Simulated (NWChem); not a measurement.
All runs are NWChem calculations. System: S (+1), charge 1, spin multiplicity 4. Its SCF solution wasn't tested for a lower state. Level: UPBE/STO-3G.

Part of the output:

```
             Northwest Computational Chemistry Package (NWChem) 7.3.0
             --------------------------------------------------------

                                NWChem Input Module
                                -------------------

 Scaling coordinates for geometry "geometry" by  1.889725989
 (inverse scale =  0.529177249)

                             Geometry "geometry" -> ""
                             -------------------------

 Output coordinates in angstroms (scale by  1.889725989 to convert to a.u.)

  No.       Tag          Charge          X              Y              Z
 ---- ---------------- ---------- -------------- -------------- --------------
    1 S                   16.0000     0.00000000     0.00000000     0.00000000

 Effective nuclear repulsion energy (a.u.)       0.0000000000

            Nuclear Dipole moment (a.u.)
            ----------------------------
        X                 Y               Z
 ---------------- ---------------- ----------------
     0.0000000000     0.0000000000     0.0000000000

      Symmetry information
      --------------------

 Group name             D2h
 Group number             26
 Group order               8
 No. of unique centers     1

      Symmetry unique atoms

     1


 Summary of "ao basis" -> "" (spherical)
 ------------------------------------------------------------------------------
       Tag                 Description            Shells   Functions and Types
 ---------------- ------------------------------  ------  ---------------------
 *                           sto-3g                   on all atoms

  pbe96 is a nonlocal functional; adding pw91lda local functional.

                                 NWChem DFT Module
                                 -----------------

 Summary of "ao basis" -> "ao basis" (spherical)
 ------------------------------------------------------------------------------
       Tag                 Description            Shells   Functions and Types
 ---------------- ------------------------------  ------  ---------------------
 S                           sto-3g                  5        9   3s2p

 Summary of "ao basis" -> "ao basis" (spherical)
 ------------------------------------------------------------------------------
       Tag                 Description            Shells   Functions and Types
 ---------------- ------------------------------  ------  ---------------------
 S                           sto-3g                  5        9   3s2p

      Symmetry analysis of basis
      --------------------------

        ag          3
        au          0
        b1g         0
        b1u         2
        b2g         0
        b2u         2
        b3g         0
        b3u         2

            General Information
            -------------------
          SCF calculation type: DFT
          Wavefunction type:  spin polarized.
          No. of atoms     :     1
          No. of electrons :    15
           Alpha electrons :     9
            Beta electrons :     6
          Charge           :     1
          Spin multiplicity:     4
          Use of symmetry is: on ; symmetry adaption is: on
          Maximum number of iterations: 100
          AO basis - number of functions:     9
                     number of shells:     5
          Convergence on energy requested:  1.00D-06
          Convergence on density requested:  1.00D-05
          Convergence on gradient requested:  5.00D-04

              XC Information
              --------------
          PerdewBurkeErnzerhof Exchange Functional  1.000
            Perdew 1991 LDA Correlation Functional  1.000 local
           PerdewBurkeErnz. Correlation Functional  1.000 non-local

             Grid Information
             ----------------
          Grid used for XC integration:  medium
          Radial quadrature: Mura-Knowles
          Angular quadrature: Lebedev.
          Tag              B.-S. Rad. Rad. Pts. Rad. Cut. Ang. Pts.
          ---              ---------- --------- --------- ---------
          S                   1.00       88           4.0       590
          Grid pruning is: on
          Number of quadrature shells:    88
          Spatial weights used:  Erf1
[...]
     1 ag          2 au          3 b1g         4 b1u         5 b2g
     6 b2u         7 b3g         8 b3u

  Orbital symmetries:

     1 ag          2 ag          3 b3u         4 b2u         5 b1u
     6 ag          7 b3u         8 b1u         9 b2u

------------------------------------------------------------
EAF file 0: "./mol.aoints.0" size=524288 bytes
------------------------------------------------------------
               write      read    awrite     aread      wait
               -----      ----    ------     -----      ----
     calls:        1         0         0         0         0
   data(b): 5.24e+05  0.00e+00  0.00e+00  0.00e+00
   time(s): 0.00e+00  0.00e+00  0.00e+00  0.00e+00  0.00e+00
rate(mb/s): 0.00e+00  0.00e+00
------------------------------------------------------------

 !! scf_movecs_sym_adapt:    6 vectors were symmetry contaminated

  Symmetry fudging

 !! scf_movecs_sym_adapt:    6 vectors were symmetry contaminated

 !! scf_movecs_sym_adapt:    6 vectors were symmetry contaminated

  Symmetry fudging

 !! scf_movecs_sym_adapt:    4 vectors were symmetry contaminated

   convergence    iter        energy       DeltaE   RMS-Dens  Diis-err    time
 ---------------- ----- ----------------- --------- --------- ---------  ------
 d= 0,ls=0.0,diis     1   -393.2053969284 -3.93D+02  1.00D-16  8.01D-28     0.0
                                                     8.39D-03  1.38D-01

 !! scf_movecs_sym_adapt:    6 vectors were symmetry contaminated

  Symmetry fudging

 !! scf_movecs_sym_adapt:    6 vectors were symmetry contaminated

 !! scf_movecs_sym_adapt:    5 vectors were symmetry contaminated

  Symmetry fudging

 !! scf_movecs_sym_adapt:    4 vectors were symmetry contaminated

 d= 0,ls=0.5,diis     2   -393.2177216081 -1.23D-02  1.21D-16  1.26D-27     0.0
                                                     2.85D-04  2.09D-04
  Singularity in Pulay matrix. Error and Fock matrices removed.

 !! scf_movecs_sym_adapt:    5 vectors were symmetry contaminated

  Symmetry fudging

 !! scf_movecs_sym_adapt:    4 vectors were symmetry contaminated

 !! scf_movecs_sym_adapt:    4 vectors were symmetry contaminated

  Symmetry fudging

 !! scf_movecs_sym_adapt:    2 vectors were symmetry contaminated

 d= 0,ls=0.5,diis     3   -393.2177400517 -1.84D-05  1.11D-16  6.84D-28     0.1
                                                     2.33D-05  1.40D-06
  Singularity in Pulay matrix. Error and Fock matrices removed.

 !! scf_movecs_sym_adapt:    5 vectors were symmetry contaminated

  Symmetry fudging

 !! scf_movecs_sym_adapt:    3 vectors were symmetry contaminated

 d= 0,ls=0.5,diis     4   -393.2177401745 -1.23D-07  8.66D-17  7.88D-28     0.1
                                                     1.97D-06  9.96D-09

         Total DFT energy =     -393.217740175365
      One electron energy =     -538.465083318179
           Coulomb energy =      170.373136719023
    Exchange-Corr. energy =      -25.125793576209
 Nuclear repulsion energy =        0.000000000000

 Numeric. integr. density =       14.999999914852

     Total iterative time =      0.0s

                  Occupations of the irreducible representations
                  ----------------------------------------------

                     irrep           alpha         beta
                     --------     --------     --------
                     ag                3.0          3.0
                     au                0.0          0.0
                     b1g               0.0          0.0
                     b1u               2.0          1.0
                     b2g               0.0          0.0
                     b2u               2.0          1.0
                     b3g               0.0          0.0
                     b3u               2.0          1.0

                    DFT Final Alpha Molecular Orbital Analysis
                    ------------------------------------------

 Vector    7  Occ=1.000000D+00  E=-6.146622D-01  Symmetry=b3u
              MO Center= -2.2D-40,  1.4-116,  1.5-131, r^2= 9.7D-01
   Bfn.  Coefficient  Atom+Function         Bfn.  Coefficient  Atom+Function
  ----- ------------  ---------------      ----- ------------  ---------------
     7      1.033156  1 S  px                 3     -0.323221  1 S  px

 Vector    8  Occ=1.000000D+00  E=-6.146622D-01  Symmetry=b2u
              MO Center= -8.1-127, -4.4D-41,  6.3-133, r^2= 9.7D-01
   Bfn.  Coefficient  Atom+Function         Bfn.  Coefficient  Atom+Function
  ----- ------------  ---------------      ----- ------------  ---------------
     8      1.033156  1 S  py                 4     -0.323221  1 S  py

 Vector    9  Occ=1.000000D+00  E=-6.146622D-01  Symmetry=b1u
              MO Center=  1.7-153, -4.0-161, -4.7D-56, r^2= 9.7D-01
   Bfn.  Coefficient  Atom+Function         Bfn.  Coefficient  Atom+Function
  ----- ------------  ---------------      ----- ------------  ---------------
     9      1.033156  1 S  pz                 5     -0.323221  1 S  pz

                     DFT Final Beta Molecular Orbital Analysis
                     -----------------------------------------

 Vector    4  Occ=1.000000D+00  E=-5.918904D+00  Symmetry=b3u
              MO Center= -1.3D-19,  1.8D-72,  7.8D-75, r^2= 6.9D-02
   Bfn.  Coefficient  Atom+Function         Bfn.  Coefficient  Atom+Function
  ----- ------------  ---------------      ----- ------------  ---------------
     3      0.983644  1 S  px                 7      0.057542  1 S  px

 Vector    5  Occ=1.000000D+00  E=-5.918904D+00  Symmetry=b1u
              MO Center= -1.8D-96,  1.3-109, -3.4D-38, r^2= 6.9D-02
   Bfn.  Coefficient  Atom+Function         Bfn.  Coefficient  Atom+Function
  ----- ------------  ---------------      ----- ------------  ---------------
     5      0.983644  1 S  pz                 9      0.057542  1 S  pz

 Vector    6  Occ=1.000000D+00  E=-8.818755D-01  Symmetry=ag
              MO Center= -2.2D-21,  3.9D-33,  6.8D-37, r^2= 9.7D-01
   Bfn.  Coefficient  Atom+Function         Bfn.  Coefficient  Atom+Function
  ----- ------------  ---------------      ----- ------------  ---------------
     6      1.032255  1 S  s                  2     -0.333889  1 S  s
     1      0.100417  1 S  s

 Vector    7  Occ=0.000000D+00  E=-4.837670D-01  Symmetry=b3u
              MO Center=  2.3D-21,  1.9D-32, -1.0D-37, r^2= 9.7D-01
   Bfn.  Coefficient  Atom+Function         Bfn.  Coefficient  Atom+Function
  ----- ------------  ---------------      ----- ------------  ---------------
     7      1.033257  1 S  px                 3     -0.321522  1 S  px

 Vector    8  Occ=0.000000D+00  E=-4.837670D-01  Symmetry=b2u
              MO Center=  1.8D-43, -2.2D-32, -8.3D-60, r^2= 9.7D-01
   Bfn.  Coefficient  Atom+Function         Bfn.  Coefficient  Atom+Function
  ----- ------------  ---------------      ----- ------------  ---------------
     8      1.033257  1 S  py                 4     -0.321522  1 S  py

 Vector    9  Occ=0.000000D+00  E=-4.837670D-01  Symmetry=b1u
              MO Center= -2.6D-53,  3.4D-80, -5.8D-37, r^2= 9.7D-01
   Bfn.  Coefficient  Atom+Function         Bfn.  Coefficient  Atom+Function
  ----- ------------  ---------------      ----- ------------  ---------------
     9      1.033257  1 S  pz                 5     -0.321522  1 S  pz

   alpha - beta orbital overlaps
   -----------------------------

   alpha      1      2      3      4      5      6      7      8      9
    beta      1      2      3      4      5      6      7      8      9
 overlap   1.000  1.000  1.000  1.000  1.000  1.000  1.000  1.000  1.000

     --------------------------
     Expectation value of S2:
     --------------------------
      <S2> =      3.7500 (Exact =     3.7500)

 Task  times  cpu:        0.0s     wall:        0.0s

 Total times  cpu:        0.1s     wall:        0.1s
```

Question: Write an NWChem input that would produce this output.

Answer: This is not unique; one that fits is 
```
start mol
memory heap 200 mb stack 900 mb global 1100 mb
charge 1
geometry units angstroms nocenter noautoz
  S      0.000000     0.000000     0.000000
  symmetry group D2h
end
basis spherical
  * library sto-3g
end
dft
  xc xpbe96 cpbe96
  odft
  mult 4
  semidirect memsize 60000000 filesize 0
  iterations 100
end
task dft energy
```
